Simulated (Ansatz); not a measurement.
Energy needed to pull apart C$_{3}$H$_{3}$F (SMILES C=C=CF), closed shell, into free ground-state atoms, from the structure below (at a frame of a short PBE0-D4/def2-SVP trajectory); no zero-point or spin–orbit terms; open-shell atoms are treated unrestricted, in their ground-state multiplicity.

C1  (-0.886, 0.986, 0.003)
C2  (-0.028, 0.016, 0.040)
C3  (0.890, -0.909, 0.071)
F4  (1.014, -1.806, -0.979)
H5  (-1.932, 0.879, 0.398)
H6  (-0.728, 1.986, -0.438)
H7  (1.634, -1.109, 0.855)
(Å)

Ansatz 0.2.0; basis: def2-TZVPP; cores frozen in the correlated methods.

| method | atomization energy (kcal/mol) |
| --- | --- |
| PBE-D4 | ? |
| r2SCAN-D4 | ? |
| PBE0-D4 | 713.1 |
| wB97M-V | 706.9 |
| HF | 501.4 |
| MP2 | 702.4 |
| CCSD | 670.6 |
| CCSD(T) | 684.8 |

**Question.** What does PBE-D4 give? (To be estimated.)

**Answer.** The calculation gives: 736.5 kcal/mol, which is about 51.6 kcal/mol more than CCSD(T)/def2-TZVPP.

**Question.** What does r2SCAN-D4 give? (To be estimated.)

**Answer.** By the calculation: 710.0 kcal/mol, which is about 25.2 kcal/mol more than CCSD(T)/def2-TZVPP.

In triple zeta the MP2 and coupled-cluster atomization energies are still short of their basis limit by a few kcal/mol a bond, whereas those of the functionals are nearly converged, so these differences are not deviations from converged CCSD(T).

No T1 diagnostic of these runs exceeds 0.014. The restricted Hartree–Fock reference is unstable towards an unrestricted one here.

For scale, one of the runs: CCSD(T)/def2-TZVPP forces, 166 basis functions, launched by `ansatz run in.yaml --threads 2 --pin off --events-out ev --progress --plain --max-ram 3481MiB`. The run took 2.9 min on 2 CPU threads of an Arm Neoverse V1 (shared host), with 2.5 GiB of host memory at its peak.
